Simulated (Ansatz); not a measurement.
Born–Oppenheimer molecular dynamics of CH3SSi (6 atoms, charge 0, multiplicity 2). It starts at the highest image of a converged band, a first-order saddle point between two minima.

Computed with UKS PBE0-D4/6-31G* in Ansatz.

| Item | Value |
| --- | --- |
| ensemble | NVE (velocity Verlet) |
| time step | 0.5 fs |
| steps asked | 144 |
| starting velocities drawn for | 300 K |
| seed | 8114 |

First frame:

```xyz
6
Properties=species:S:1:pos:R:3
C -0.401 -0.711 -0.205
Si 0.520 1.110 0.244
S -1.363 0.543 -0.777
H -0.733 -1.614 0.300
H 1.607 0.775 -0.739
H 0.370 -0.103 1.176
```

Question: What does the run give?

Answer: All steps were run.

* steps done: 144
* time covered: 72 fs
* mean temperature over the second half: 1888 K
* spread of the potential energy over the second half: 54.5 meV per atom
* mean potential energy of the second half above the start: -136.9 meV per atom

The conserved energy stayed within 0.2 meV per atom of its start (net change -0.19 meV per atom), so the integration is sound. The system heated up, since it started high on the potential surface and ran downhill. A run of 0.072 ps of so small a system gives no equilibrium averages.

Question: What happens to the structure?

Answer: The step under study would form C1–H6 and break Si2–H6. These pairs go: C1–H6 1.69 → 2.72 Å, Si2–H6 1.54 → 1.49 Å. In the last frame they stand as before the step (other bonds may differ from the relaxed reactants and products). It ends as one piece, CH3SSi. Pairs count as bonded within 1.25 times the sum of covalent radii (0.12 Å more for H–H). This is one draw of velocities; another would differ in detail.

Question: How do temperature and energy run in time?

Answer: 
```json
{"time (fs)": "0.0", "T (K)": "300", "potential energy less start (eV)": "0.000", "conserved less start (meV/atom)": "0.00"}
{"time (fs)": "2.0", "T (K)": "236", "potential energy less start (eV)": "0.033", "conserved less start (meV/atom)": "0.05"}
{"time (fs)": "4.0", "T (K)": "172", "potential energy less start (eV)": "0.067", "conserved less start (meV/atom)": "0.10"}
{"time (fs)": "6.0", "T (K)": "222", "potential energy less start (eV)": "0.041", "conserved less start (meV/atom)": "0.05"}
{"time (fs)": "8.0", "T (K)": "275", "potential energy less start (eV)": "0.013", "conserved less start (meV/atom)": "0.02"}
{"time (fs)": "10.0", "T (K)": "263", "potential energy less start (eV)": "0.019", "conserved less start (meV/atom)": "0.07"}
{"time (fs)": "12.0", "T (K)": "324", "potential energy less start (eV)": "-0.012", "conserved less start (meV/atom)": "0.12"}
{"time (fs)": "14.0", "T (K)": "570", "potential energy less start (eV)": "-0.139", "conserved less start (meV/atom)": "0.06"}
{"time (fs)": "16.0", "T (K)": "859", "potential energy less start (eV)": "-0.289", "conserved less start (meV/atom)": "0.04"}
{"time (fs)": "18.0", "T (K)": "1144", "potential energy less start (eV)": "-0.436", "conserved less start (meV/atom)": "0.11"}
{"time (fs)": "20.0", "T (K)": "1569", "potential energy less start (eV)": "-0.656", "conserved less start (meV/atom)": "0.07"}
{"time (fs)": "22.0", "T (K)": "2054", "potential energy less start (eV)": "-0.907", "conserved less start (meV/atom)": "-0.04"}
{"time (fs)": "24.0", "T (K)": "2412", "potential energy less start (eV)": "-1.092", "conserved less start (meV/atom)": "-0.04"}
{"time (fs)": "26.0", "T (K)": "2677", "potential energy less start (eV)": "-1.229", "conserved less start (meV/atom)": "-0.03"}
{"time (fs)": "28.0", "T (K)": "2926", "potential energy less start (eV)": "-1.358", "conserved less start (meV/atom)": "-0.09"}
{"time (fs)": "30.0", "T (K)": "3042", "potential energy less start (eV)": "-1.419", "conserved less start (meV/atom)": "-0.14"}
{"time (fs)": "32.0", "T (K)": "2906", "potential energy less start (eV)": "-1.348", "conserved less start (meV/atom)": "-0.11"}
{"time (fs)": "34.0", "T (K)": "2573", "potential energy less start (eV)": "-1.175", "conserved less start (meV/atom)": "-0.05"}
{"time (fs)": "36.0", "T (K)": "2186", "potential energy less start (eV)": "-0.975", "conserved less start (meV/atom)": "0.00"}
{"time (fs)": "38.0", "T (K)": "1845", "potential energy less start (eV)": "-0.799", "conserved less start (meV/atom)": "-0.01"}
{"time (fs)": "40.0", "T (K)": "1554", "potential energy less start (eV)": "-0.649", "conserved less start (meV/atom)": "0.00"}
{"time (fs)": "42.0", "T (K)": "1331", "potential energy less start (eV)": "-0.533", "conserved less start (meV/atom)": "0.02"}
{"time (fs)": "44.0", "T (K)": "1207", "potential energy less start (eV)": "-0.469", "conserved less start (meV/atom)": "0.01"}
{"time (fs)": "46.0", "T (K)": "1177", "potential energy less start (eV)": "-0.453", "conserved less start (meV/atom)": "0.03"}
{"time (fs)": "48.0", "T (K)": "1287", "potential energy less start (eV)": "-0.510", "conserved less start (meV/atom)": "0.07"}
{"time (fs)": "50.0", "T (K)": "1617", "potential energy less start (eV)": "-0.681", "conserved less start (meV/atom)": "0.08"}
{"time (fs)": "52.0", "T (K)": "2171", "potential energy less start (eV)": "-0.967", "conserved less start (meV/atom)": "-0.01"}
{"time (fs)": "54.0", "T (K)": "2705", "potential energy less start (eV)": "-1.244", "conserved less start (meV/atom)": "-0.12"}
{"time (fs)": "56.0", "T (K)": "3010", "potential energy less start (eV)": "-1.402", "conserved less start (meV/atom)": "-0.13"}
{"time (fs)": "58.0", "T (K)": "3073", "potential energy less start (eV)": "-1.435", "conserved less start (meV/atom)": "-0.20"}
{"time (fs)": "60.0", "T (K)": "2806", "potential energy less start (eV)": "-1.297", "conserved less start (meV/atom)": "-0.15"}
{"time (fs)": "62.0", "T (K)": "2324", "potential energy less start (eV)": "-1.047", "conserved less start (meV/atom)": "-0.06"}
{"time (fs)": "64.0", "T (K)": "1843", "potential energy less start (eV)": "-0.798", "conserved less start (meV/atom)": "-0.04"}
{"time (fs)": "66.0", "T (K)": "1423", "potential energy less start (eV)": "-0.581", "conserved less start (meV/atom)": "-0.01"}
{"time (fs)": "68.0", "T (K)": "1168", "potential energy less start (eV)": "-0.448", "conserved less start (meV/atom)": "0.14"}
{"time (fs)": "70.0", "T (K)": "1401", "potential energy less start (eV)": "-0.569", "conserved less start (meV/atom)": "0.09"}
{"time (fs)": "72.0", "T (K)": "1952", "potential energy less start (eV)": "-0.855", "conserved less start (meV/atom)": "-0.19"}
```

The run took 13 min on 1 thread of Arm Neoverse N1 (shared host), peak memory 0.15 GiB.
